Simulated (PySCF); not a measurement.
## CN: a composite coupled-cluster calculation

State: ²Σ⁺, doublet, unpaired electrons σ ↑. De refers to C + N. ROHF-based CCSD(T) in PySCF 2.14 with C cc-pVTZ, N cc-pVTZ and C cc-pVQZ, N cc-pVQZ (frozen core orbitals: 2; no relativity). Correlation energies are extrapolated as n⁻³ (n = 3, 4), Hartree–Fock as (n+1)·exp(−9√n). CV is the change on freezing 0 orbitals instead, in C cc-pwCVTZ, N cc-pwCVTZ. SR is the spin-free X2C energy in C cc-pVTZ-DK, N cc-pVTZ-DK less the non-relativistic one in C cc-pVTZ, N cc-pVTZ.

```
            Level  Re (Å)  ωe (cm⁻¹)  ωexe (cm⁻¹)  αe (cm⁻¹)  De (eV)
       CCSD(T)/TZ  1.1793     2052.7         12.9     0.0171    7.410
       CCSD(T)/QZ  1.1747     2066.2         13.0     0.0171    7.634
           HF/CBS  1.1271     2453.6          n/a     0.0145    3.817
          MP2/CBS  1.1860     1839.1         25.6     0.0270    8.180
         CCSD/CBS  1.1620     2161.3         12.2     0.0163    7.321
      CCSD(T)/CBS  1.1726     2074.9         13.0     0.0171    7.769
   CCSD(T)/CBS+CV  1.1704     2084.0         12.9     0.0171    7.813
CCSD(T)/CBS+CV+SR  1.1702     2083.4         12.9     0.0172    7.806
```

Task: How much is left between CCSD(T)/QZ and the basis-set limit, and how much do the triples give at the limit?

Result: CCSD(T)/CBS less CCSD(T)/QZ: -2.1 mÅ in Re, +8.7 cm⁻¹ in ωe and +0.135 eV in De. CCSD(T)/CBS less CCSD/CBS: +10.6 mÅ in Re, -86.4 cm⁻¹ in ωe and +0.448 eV in De.

Task: What do the later terms add?

Result: CV: -2.2 mÅ in Re, +9.1 cm⁻¹ in ωe and +0.044 eV in De; SR: -0.2 mÅ in Re, -0.6 cm⁻¹ in ωe and -0.007 eV in De, each against the row above.

The T1 diagnostic is 0.057, large enough to doubt a single reference. The state was picked by a PBE0 search and need not be the measured ground state. Spin–orbit coupling, excitations beyond (T) and corrections to the Born–Oppenheimer picture are left out.

The whole job (state search and all basis sets along the bond) took about 13 min on 4 threads of Arm Neoverse V1 (shared host), peak memory 8 GiB.
